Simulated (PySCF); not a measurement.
Si(OH)4, optimised at PBE/def2-SVP:

```xyz
9

O      0.0218     0.3151    -1.5851
Si     0.1085    -0.0179     0.0453
O     -0.0022    -1.6749     0.1812
O      1.5203     0.6854     0.5824
O     -1.1060     0.6027     1.0025
H      0.4123     1.1738    -1.8237
H      0.3987    -2.1500    -0.5674
H      1.5204     0.8665     1.5385
H     -1.8978     0.0381     1.0336
```

Method: PySCF energies (xtb for GFN2) plus ideal-gas RRHO corrections (1 bar). 6-31G* has spherical d functions here. All species are closed-shell singlets. B3LYP is the form with VWN-RPA correlation.

Question: List the harmonic frequencies (cm⁻¹, unscaled) at this level and at the other levels, each on its own geometry.

Answer: 
- PBE/def2-SVP: 190, 193, 266, 269, 269, 344, 350, 350, 386, 731, 810, 816, 817, 817, 907, 979, 979, 3766, 3766, 3767, 3768
- B3LYP/6-31G*: 206, 207, 283, 284, 294, 355, 367, 367, 417, 759, 867, 870, 870, 880, 940, 1019, 1019, 3801, 3802, 3803, 3805
- GFN2-xTB: 203, 209, 244, 244, 308, 312, 312, 312, 349, 776, 848, 848, 852, 854, 923, 971, 971, 3701, 3701, 3702, 3704
- HF/6-31G*: 206, 217, 294, 294, 321, 370, 392, 392, 461, 817, 915, 921, 921, 933, 995, 1074, 1074, 4122, 4122, 4122, 4127
- PBE0/def2-TZVP: 193, 198, 278, 278, 293, 354, 368, 368, 403, 779, 833, 839, 841, 841, 951, 1011, 1012, 3928, 3928, 3929, 3931
